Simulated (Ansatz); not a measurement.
This Ansatz (a quantum-chemistry and plane-wave program) input (CCSD(T)/cc-pCVTZ) gives -150.72800 Eh with 100 basis functions. A basis named .json is the Basis Set Exchange file of that set (core-valence sets with the plain set on hydrogen).

Ansatz 0.2 input:
```yaml
crystal:
  periodic: [false, false, false]
  atoms:
    - {symbol: O, position_ang: [0.05728725, 0.81312084, -0.03996413]}
    - {symbol: O, position_ang: [0.04221979, -0.70897730, -0.01520246]}
    - {symbol: H, position_ang: [-0.79605634, -0.83314830, 0.44133267]}
basis:
  gaussian:
    orbitals: cc-pCVTZ.json
total_charge: -1
magnetization: {spin_polarized: false}
correlation: {method: ccsd_t, electrons: outside_noble_gas}
```

Change:
```diff
- orbitals: cc-pCVTZ.json
+ orbitals: cc-pVDZ
```

Problem. What does the run give now?

Solution. -150.53489 Eh (CCSD(T)/cc-pVDZ, 33 functions), a change of +193.11 mEh.
